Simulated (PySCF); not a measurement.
Isomers of C2H2S. Level of theory: PBE0-D3(BJ)/def2-SVP geometry optimisation, gas phase in PySCF. One conformer each; no zero-point energy, no entropy. No frequencies were run at this level. Point groups hold within 0.08 Å.

Question: Order them by energy at this level, lowest first, and give relative energies in kcal/mol.
A. `C#CS` (ethynethiol)
B. `S=C=C` (thioketene)

Answer: B (0.0), A (20.8).

As drawn, the lower has cumulated double bonds, a C=S bond and a C=C bond outside aromatic rings, which the higher lacks; the higher has a C≡C bond and an S–H bond, which the lower lacks.

| SMILES | E (Eh) | E rel (kcal/mol) | dipole (D) | point group | A, B, C (MHz) |
| --- | --- | --- | --- | --- | --- |
| C=C=S | -475.13814 | 0.0 | 1.08 | C2v | 282500, 5647, 5536 |
| C#CS | -475.10504 | 20.8 | 1.00 | Cs | 287477, 5530, 5425 |

Q: How do the relative energies change in single points at PBE0/pcSseg-1 (no added dispersion term) on the same geometries?

A: 
```tsv
SMILES	PBE0-D3(BJ)/def2-SVP (kcal/mol)	PBE0/pcSseg-1 (kcal/mol)	shift
C=C=S	0.0	0.0	0.0
C#CS	20.8	19.8	-1.0
```

Each column counts from its own lowest isomer. The order is unchanged; the largest shift is 1.0 kcal/mol.
